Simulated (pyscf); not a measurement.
Thermochemistry of product channels of F–SiH(F)–F + SiH₂ [singlet] on the singlet surface, in kcal/mol, from CCSD(T)/def2-TZVPP + ΔMP2(QZVPP) energies (ideal gas, 1 atm, RRHO with modes under 100 cm⁻¹ raised to 100, one conformer, R ln 2 for rigid chiral ones). PySCF, gas phase, ωB97X-D3(BJ)/def2-SVP geometries. MP2 and CC: frozen core, UHF for open shells. ΔMP2 is the change of the MP2 total energy from the triple- to the quadruple-zeta basis.

```json
[
 {"products": "F–SiH₂–SiH(F)–F", "ΔE": "[?]", "ΔH(298 K)": "-38.5", "ΔG(600 K)": "-18.8", "ΔG(1200 K)": "-0.3"},
 {"products": "F–SiH₃ + F–Si:–F [singlet]", "ΔE": "-14.3", "ΔH(298 K)": "-13.1", "ΔG(600 K)": "-14.3", "ΔG(1200 K)": "[?]"}
]
```

Problem. Fill in the missing entries.

Solution. 
- F–SiH₂–SiH(F)–F, ΔE: -41.4
- F–SiH₃ + F–Si:–F [singlet], ΔG(1200 K): -15.0

These are energies of the channels, which say nothing of barriers. F–SiH₂–SiH(F)–F lies 11.5 kcal/mol over its isomer F–Si(F)(F)–SiH₃, and others may lie lower still (electronic energy, ωB97M-D3(BJ)). The CCSD(T) − MP2 part came from Ansatz, without density fitting, on the same reference.
